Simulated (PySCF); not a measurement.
Molecule: `C=COC(F)F`, C₃H₄F₂O.

Geometry (Å), atoms numbered from 1 in this order:
```xyz
10

C     1.175    0.398   -0.842
C     0.673    0.840    0.294
O    -0.475    0.418    0.926
C    -1.093   -0.687    0.456
F    -2.007   -1.062    1.359
F    -1.774   -0.444   -0.693
H     0.714   -0.365   -1.444
H     2.087    0.821   -1.219
H     1.123    1.628    0.879
H    -0.415   -1.541    0.261
```

Frames of a GFN2-xTB Langevin trajectory at 300 K; GIAO PBE0/pcSseg-1 shieldings in PySCF 2.14, gas phase, non-relativistic; equivalent atoms averaged within each frame.

Scale: 13C (186.93 ppm), 1H (31.72 ppm) vs TMS; 17O (336.08 ppm) against H2O; 19F (170.95 ppm) vs CFCl3 (reference shieldings calculated alike). The references are static minima.

Problem. How do the shifts (ppm) fluctuate along the trajectory?

Solution. 
| time (fs) | C2 | C4 | C1 | O3 | F5/F6 | H10 | H9 | H7 | H8 |
| --- | --- | --- | --- | --- | --- | --- | --- | --- | --- |
| optimised geometry | 154.1 | 122.0 | 97.0 | 184.0 | -102.3 | 6.64 | 6.64 | 4.64 | 4.67 |
| 250 | 150.9 | 125.0 | 96.9 | 176.6 | -90.6 | 7.74 | 5.83 | 4.63 | 4.40 |
| 425 | 161.3 | 119.5 | 106.7 | 185.1 | -112.8 | 6.61 | 5.96 | 4.38 | 5.29 |
| 625 | 154.4 | 119.2 | 97.9 | 164.5 | -96.2 | 6.04 | 6.94 | 3.99 | 4.15 |
| 800 | 162.1 | 121.8 | 99.4 | 211.7 | -112.5 | 6.07 | 7.32 | 5.12 | 5.90 |
| 1000 | 148.3 | 122.3 | 95.1 | 177.5 | -102.7 | 6.06 | 6.61 | 3.78 | 5.41 |
| mean of frames | 155.4 | 121.6 | 99.2 | 183.1 | -103.0 | 6.50 | 6.53 | 4.38 | 5.03 |
| standard deviation | 6.1 | 2.4 | 4.5 | 17.6 | 9.9 | 0.73 | 0.63 | 0.53 | 0.73 |

5 frames give an uncertainty of the mean of about the standard deviation over 2.2 at best, since frames this close in time may not be independent; classical motion lacks zero-point vibration, and the reference would need the same averaging.
